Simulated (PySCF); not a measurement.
# CH8Si2: the cost of one run

The runs use PySCF 2.14.0, with density-fitted response routines of our own; the level of theory stands in each step. All values are computed, except where a source is named. Atoms are numbered from 0 throughout.

### Step 1. The starting structure

11 atoms, charge 0, multiplicity 1; geometry from: GFN2-xTB. The atoms were then displaced at random by about 0.01 Å, so the start is not that level's minimum.

Bonds of the start (Å): C0–Si1 1.87, Si1–Si2 2.30, C0–H3 1.07, C0–H4 1.09, C0–H5 1.10, Si1–H6 1.47, Si1–H7 1.46, Si2–H8 1.45, Si2–H9 1.48, Si2–H10 1.47.

### Step 2. Geometry optimisation at PBE0-D3(BJ)/def2-SVP

What the job is given:

```
{"job": {"xc": "PBE0", "basis": "def2-SVP", "d3": "d3bj", "grid": 1, "shake": 0.01, "kind": "geom"}, "charge": 0, "multiplicity": 1}
C     -1.550460     0.679970     0.078200
Si    -0.373900    -0.765770     0.209170
Si     1.775920    -0.090670    -0.249410
H     -2.561170     0.409610     0.278490
H     -1.313870     1.487260     0.764570
H     -1.555770     1.140970    -0.925790
H     -0.511520    -1.326500     1.562820
H     -0.830570    -1.797170    -0.717620
H      1.940540     0.477840    -1.568820
H      2.266010     0.947970     0.690530
H      2.752890    -1.189330    -0.137800
```

Started as:

```
$ OMP_NUM_THREADS=1 python probes_run.py task.json out
```

This one command runs all jobs of the session in turn.

Q: Estimate the wall time and peak memory of this first job on 1 thread of Arm Neoverse V1, shared host.

About 13 s, with a peak of 0.38 GiB.
